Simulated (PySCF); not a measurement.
# CH8Si2: the cost of one run

Computed with PySCF 2.14.0, with density-fitted response routines of our own, on a single molecule in the gas phase. Atoms are numbered from 0 throughout.

## Step 1: The molecule as given

11 atoms, charge 0, multiplicity 1; geometry from: GFN2-xTB. The atoms were then displaced at random by about 0.01 Å, so the start is not that level's minimum.

Bonds of the start (Å): Si0–C1 1.90, C1–Si2 1.91, Si0–H3 1.47, Si0–H4 1.49, Si0–H5 1.47, C1–H6 1.09, C1–H7 1.09, Si2–H8 1.44, Si2–H9 1.48, Si2–H10 1.46.

## Step 2: Relaxing the molecule at PBE0-D3(BJ)/def2-SVP

Job settings and geometry (Å):

```
{"job": {"xc": "PBE0", "basis": "def2-SVP", "d3": "d3bj", "grid": 1, "shake": 0.01, "kind": "geom"}, "charge": 0, "multiplicity": 1}
Si     1.474280     0.704960     0.015750
C      0.220620    -0.715100    -0.131970
Si    -1.625350    -0.254360     0.061070
H      2.855110     0.233250    -0.167890
H      1.172000     1.716560    -1.038150
H      1.336680     1.358360     1.329430
H      0.491620    -1.463680     0.619100
H      0.379870    -1.189050    -1.102890
H     -1.995060     0.710640    -0.948870
H     -1.831800     0.333030     1.402520
H     -2.439860    -1.460420    -0.053770
```

Command:

```console
OMP_NUM_THREADS=1 python probes_run.py task.json out
```

The driver reads the jobs from task.json and runs them one after another.

Q: Estimate the wall time and peak memory of this first job on 1 thread of Arm Neoverse N1, shared host.

About 20 s, with a peak of 0.39 GiB.
